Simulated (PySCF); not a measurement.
# A diatomic session: SF−

One job finds the state of SF−, follows it along the bond with each method and fits the curves.

Method: S def2-TZVPPD, F def2-TZVPPD, no relativity; program: PySCF 2.14.0.

## 1. Set-up

The job is set up so:

| Item | Value |
| --- | --- |
| atoms | S, F |
| charge | -1 |
| basis | S def2-TZVPPD, F def2-TZVPPD |
| Hamiltonian | no relativity |
| basis functions | 91 |
| electrons treated | 26 |
| masses in u | 31.9721, 18.9984 |
| levels | PBE0, PBE, r²SCAN, r²SCANh, MN15, PBEsol, revPBE, TPSSh, ωB97X-V, HF, MP2, SCS-MP2, CCSD, CCSD(T) |
| grid | 80 radial by 434 angular points |
| occupations | held fixed by the projection of orbital angular momentum |
| dissociation limit | S + F−, each in its ground configuration |
| starting distance in angstrom | 1.700 |
| values of 2S to try | 0, 2 |

The run is started by

```bash
OMP_NUM_THREADS=2 python dia.py task.json out
```

The runs that follow: PBE0 along the bond; Excited determinants; PBE (GGA); r²SCAN; r²SCANh; MN15; PBEsol (GGA); revPBE; TPSSh (hybrid meta-GGA); ωB97X-V (range-separated hybrid); RHF; Correlated methods on the Hartree–Fock reference.

Before running it: what results should come out? Wanted: for each run, Re; ωe; De; μ.

As calculated:

Lowest PBE0 solution found, without spin–orbit coupling: ¹Σ⁺ (singlet), closed shell. State 2 has its PBE0 minimum 1.29 eV higher. The other levels ran on the lowest alone.

```csv
level,Re (Å),ωe (cm⁻¹),De (eV),μ (D)
RHF,1.680,710,1.49,1.18
RHF-MP2,1.721,655,2.29,n/a
RHF-SCS-MP2,1.727,644,2.33,n/a
RHF-CCSD,1.719,655,2.25,n/a
RHF-CCSD(T),1.731,632,2.34,n/a
PBE,1.742,613,2.67,1.43
PBEsol,1.723,640,2.97,1.54
revPBE,1.752,600,2.45,1.41
r²SCAN,1.722,641,2.59,1.48
TPSSh,1.727,641,2.59,1.37
r²SCANh,1.712,658,2.55,1.46
PBE0,1.709,665,2.58,1.39
MN15,1.699,668,2.79,1.35
ωB97X-V,1.716,667,2.64,1.25
```

De is counted to S + F− in their ground configurations. A positive dipole points from S to F; in an ion it is taken about the centre of mass and does not tell which atom is negative.

Differences from CCSD(T) in the same basis:

```csv
level,Re (mÅ),ωe (%)
RHF,-50,+12.3
RHF-MP2,-9,+3.7
RHF-SCS-MP2,-4,+1.9
RHF-CCSD,-12,+3.6
PBE,+12,-3.0
PBEsol,-8,+1.2
revPBE,+22,-5.1
r²SCAN,-8,+1.5
TPSSh,-4,+1.4
r²SCANh,-18,+4.1
PBE0,-21,+5.2
MN15,-31,+5.6
ωB97X-V,-15,+5.6
```

What this shows: Against CCSD(T) in the same basis, the bond length is nearest at RHF-SCS-MP2 and TPSSh (-4 mÅ) and farthest at RHF (-50 mÅ); the wavenumber is nearest at PBEsol (+1.2 %) and farthest at RHF (+12.3 %). Hartree–Fock makes the bond too short and too stiff against this reference, as it mostly does. PBE gives a bond that is too long and too soft, as GGAs tend to. Among the levels with a De in the table, it runs from 1.49 eV (RHF) to 2.97 eV (PBEsol).

Correlated steps freeze 6 core orbitals. With some functionals the highest level of the anion is positive, from self-interaction error or because the anion is truly unbound there; the finite basis then holds the extra electron, and no neutral molecule was run to test the binding.
